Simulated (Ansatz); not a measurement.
A nudged elastic band was laid between two geometries of C2H8Si + H (12 atoms, charge 0, multiplicity 2).

Computed with UKS PBE-D4/6-31G* in Ansatz 0.2.0.

```json
{"movable images": "5", "climbing image": "yes", "spring": "5.0 eV/Å²", "optimiser": "lbfgs", "start path": "through a guess of the saddle point", "force threshold": "0.03 eV/Å", "iteration limit": "60", "end points": "relaxed", "largest step": "0.5 Å"}
```

First end point:

```xyz
12
Properties=species:S:1:pos:R:3
H 0.729 -1.046 1.078
Si -0.297 -0.485 0.129
C 0.460 -0.325 -1.600
C -0.915 1.184 0.779
H 2.738 -1.595 2.666
H -1.443 -1.461 0.086
H 1.319 0.368 -1.592
H 0.816 -1.301 -1.970
H -0.279 0.062 -2.322
H -0.088 1.912 0.845
H -1.355 1.080 1.785
H -1.686 1.607 0.114
```

Last end point:

```xyz
12
Properties=species:S:1:pos:R:3
H 1.887 -1.323 1.998
Si -0.511 -0.502 -0.001
C 0.387 -0.323 -1.666
C -0.982 1.182 0.744
H 2.490 -1.416 2.440
H -1.744 -1.360 -0.165
H 1.318 0.258 -1.554
H 0.650 -1.309 -2.083
H -0.254 0.198 -2.402
H -0.087 1.803 0.916
H -1.500 1.057 1.709
H -1.656 1.735 0.064
```

(1) What changes between the two ends?

(2) Give the energies along the band, and the barrier.

(3) What is the geometry of the highest image?

The band took 26 iterations and of the order of 7 core-minutes.

Answers

(1) Bonds broken: H1–Si2. Bonds formed: H1–H5. C2H8Si + H becomes C2H7Si + H2.

(2) The forces met the threshold. The highest image is number 2 of 0 to 6, 3.8 kJ/mol above the first end and 58.9 kJ/mol above the last; the last end lies 55.1 kJ/mol below the first. Another band between the same ends (5 images) ends at a top of the same energy, where a vibrational analysis finds 1 clearly imaginary mode.

```
image  path coordinate (Å)  energy (kJ/mol)  H1–Si2 (Å)  H1–H5 (Å)
    0                 0.00              0.0        1.51       2.62
    1                 0.50              0.9        1.51       2.10
    2                 1.00              3.8        1.54       1.54
    3                 1.50            -30.0        2.01       0.87
    4                 2.00            -48.2        2.45       0.77
    5                 2.51            -53.9        2.84       0.76
    6                 3.01            -55.1        3.23       0.75
```

(3) 
```xyz
12
Properties=species:S:1:pos:R:3
H 0.855 -1.020 1.139
Si -0.231 -0.504 0.178
C 0.514 -0.353 -1.555
C -0.865 1.156 0.830
H 2.044 -1.308 2.081
H -1.345 -1.519 0.176
H 1.373 0.340 -1.552
H 0.869 -1.331 -1.922
H -0.229 0.031 -2.275
H -0.049 1.898 0.865
H -1.271 1.052 1.850
H -1.664 1.559 0.185
```

Time of the run: 3.7 min on 2 threads of Intel(R) Xeon(R) Platinum 8259CL CPU @ 2.50GHz (Skylake/Cascade Lake), with other jobs on the host, peak memory 0.15 GiB.
